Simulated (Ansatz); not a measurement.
Cost and result up the ladder for SiF2H2 (SiH2F2) (5 atoms). Charge 0, multiplicity 1. Geometry: r2SCAN-D4/def2-TZVP.

| atom | x (Å) | y (Å) | z (Å) |
| --- | --- | --- | --- |
| Si1 | -0.044 | -0.022 | -0.024 |
| F2 | 0.941 | -0.766 | 0.973 |
| F3 | 0.469 | 1.470 | -0.196 |
| H4 | -1.387 | 0.011 | 0.582 |
| H5 | 0.021 | -0.693 | -1.334 |

Ansatz on 4 threads of Arm Neoverse V1 on a shared host. Times are rough, and most runs start from the orbitals of an earlier one. PBE0-D4/def2-TZVPD serves as the yardstick here, not as an exact answer. Differences are given only for rows in sets of like size (and for xTB, whose basis is part of the method), since another set adds its own error. Binding counts from free atoms at the same level (Si triplet, F doublet, H doublet; other spins of the atoms weren't run), without zero-point energy or a counterpoise term.

HSE06 is defined as in plane-wave codes, on full-range PBE exchange. Correlated methods freeze 7 core orbitals.

Correlated methods converge slowly with the basis.

| level | functions | wall time | binding energy per atom (eV) | difference from PBE0-D4/def2-TZVPD (eV) |
| --- | --- | --- | --- | --- |
| HF/STO-3G | 21 | 0.1 s | 2.70 | – |
| PBE-D4/def2-SVP | 56 | 0.3 s | 3.75 | – |
| PBE0-D4/def2-SVP | 56 | 0.4 s | 3.66 | – |
| MP2/def2-TZVP | 111 | 0.4 s | 3.84 | 0.09 |
| BLYP-D4/def2-TZVP | 111 | 0.5 s | 3.81 | 0.06 |
| BHLYP-D4/def2-TZVP | 111 | 0.6 s | 3.71 | -0.04 |
| PBE0-D4/def2-TZVP | 111 | 0.65 s | 3.75 | 0.00 |
| PBE0-D4/def2-TZVPD | 141 | 0.8 s | 3.75 | 0.00 |
| HSE06-D4/def2-TZVP (with forces) | 111 | 0.8 s | 3.75 | 0.00 |
| r2SCAN-D4/def2-TZVP | 111 | 1.1 s | 3.83 | 0.08 |
| r2SCAN-D4/def2-TZVPD | 141 | 1.4 s | 3.83 | 0.08 |
| B97M-V/def2-TZVP | 111 | 1.8 s | 3.83 | 0.08 |
| CCSD(T)/def2-TZVPP | 132 | 1.9 s | 3.76 | 0.02 |
| CCSD(T)/def2-TZVPD | 141 | 2.4 s | 3.74 | -0.01 |
